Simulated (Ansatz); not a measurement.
Species: hydrogen peroxide, H2O2, charge 0, multiplicity 1. SMILES: OO
Geometry from a B3LYP-D3(BJ)/def2-TZVP (Ansatz, an electronic-structure program) optimisation:
```
O
H 1 0.9680
O 1 1.4504 2 100.54
H 3 0.9680 1 100.54 2 115.91
```

Wanted: enthalpy of formation at 298 K, in kcal/mol. Conventions: spin-orbit terms left out; UHF or UKS for open shells; no dispersion term unless named; non-relativistic. Ab initio and DFT rows: single points at B3LYP-D3(BJ) geometries (Ansatz), with unscaled harmonic terms from B3LYP/6-31G* at its own minima, enthalpies of formation by atomisation with measured atoms.

| species | coefficient | E at HF/STO-3G (Ansatz), Eh | E at PBE0/def2-TZVPD (Ansatz), Eh | H(298 K) - E, kcal/mol |
|---|---|---|---|---|
| OO (H2O2) | +1 | -148.75874 | -151.45739 | 19.11 |
| H atom | -2 | -0.46658 | -0.50104 | - |
| O atom | -2 | -73.80415 | -75.01925 | - |

The atoms take no thermal term, since their enthalpies of formation at 0 K are used: the result is the sum of coefficient times E, plus the molecule's thermal term, plus number times (enthalpy of formation minus H(298) - H(0)) over the atoms. Measured values of the atoms (G2/97 table in ASE), kcal/mol:

| atom | number | enthalpy of formation of the gas at 0 K | H(298) - H(0) of the element's standard state |
|---|---|---|---|
| H | 2 | 51.63 | 1.01 |
| O | 2 | 58.99 | 1.04 |

Measured values: Active Thermochemical Tables 1.112 (ions: stationary electron), as tabulated in the package chemicals; they hold spin-orbit and core effects, anharmonicity.  Value to compare with, the measured value: -32.4 kcal/mol. 1 Eh = 627.5095 kcal/mol.

**Question.** Compute it at each level from the table, and compare with the measured value.

**Answer.** 
- HF/STO-3G: the sum of coefficient times E is -0.21728 Eh, or -136.35 kcal/mol; the thermal terms add 19.11; the atoms' measured terms add 217.14. Result: 99.9 kcal/mol. Its error against the measured value is 132.3 kcal/mol.
- PBE0/def2-TZVPD: the sum of coefficient times E is -0.41681 Eh, or -261.55 kcal/mol; the thermal terms add 19.11; the atoms' measured terms add 217.14. Result: -25.3 kcal/mol. Its error against the measured value is 7.1 kcal/mol.
